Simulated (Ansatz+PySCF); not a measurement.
Results of a calculation; reference values are marked as such.
# Several solutions for doublet H3O in separate pieces

```tsv
atom	x (Å)	y (Å)	z (Å)
O	0.0000	0.0000	-0.3906
H	0.0000	0.0000	3.1246
H	30.0000	0.0000	-0.3804
H	30.0000	0.0000	0.3804
```

Basis set: 6-31G (spherical functions). Charge 0, multiplicity 2.

UHF was run from several starts with Ansatz (development build ahead of 0.2.0) and PySCF 2.14.0.

```
run  program                                 start  converged  energy (hartree)  <S²>
  A    PySCF    guess atom, instabilities followed        yes         -76.40477  1.75
  B    PySCF      guess 1e, instabilities followed        yes         -76.36143  1.75
  C   Ansatz           search for the lowest state        yes         -76.40477  1.75
  D    PySCF  guess huckel, instabilities followed        yes         -76.40477  1.75
  E   Ansatz               atomic start, no search        yes         -76.40470  1.75
  F    PySCF                      program defaults         no                 –     –
  G    PySCF   guess minao, instabilities followed        yes         -76.40477  1.75
  H   Ansatz               stability test followed        yes         -76.40477  1.75
```

(1) Which runs reached the lowest solution of this kind, and what is wrong with the others?

Results:

(1) A, C, D, E, G, H reached the lowest solution found or ended within 0.01 eV of it (a small difference can mark another solution nearby). Converged but too high: B by 1.18 eV. Convergence only shows a stationary point, and even a stable one can lie too high; stability tests and further starts are what find lower ones. Not converged: F. Caution: the unrestricted determinant is a mixture of spin states.
